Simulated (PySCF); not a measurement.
PySCF input (M06-2X/6-31G* (5d)):

```python
from pyscf import gto, dft

mol = gto.M(
    atom='''
    C    -0.02065591   -0.69117402    0.00191644
    C     0.00318902    0.79171158   -0.00228017
    H     0.99466639   -1.11708979    0.00736434
    H    -0.52510368   -1.08729619    0.88639995
    H    -0.51775387   -1.09242584   -0.88441419
    H     0.07265744    1.34947244    0.92131550
    H     0.08033507    1.34411399   -0.92848321
    ''',
    basis='6-31g*',
    charge=0,
    spin=1,
    verbose=4,
)

mf = dft.UKS(mol, xc='m062x')
mf.grids.level = 4
mf.conv_tol = 1e-9
mf.max_cycle = 100
mf.max_memory = 1500
mf.kernel()
if not mf.converged:
    mf = mf.newton()
    mf.kernel(mf.make_rdm1())
mo, _, stable, _ = mf.stability(return_status=True)
if not stable:
    mf.kernel(mf.make_rdm1(mo, mf.mo_occ))
    stable = mf.stability(return_status=True)[2]
mf.dip_moment()
```

Q: What final total energy does it give?

A: -79.09949 Eh.
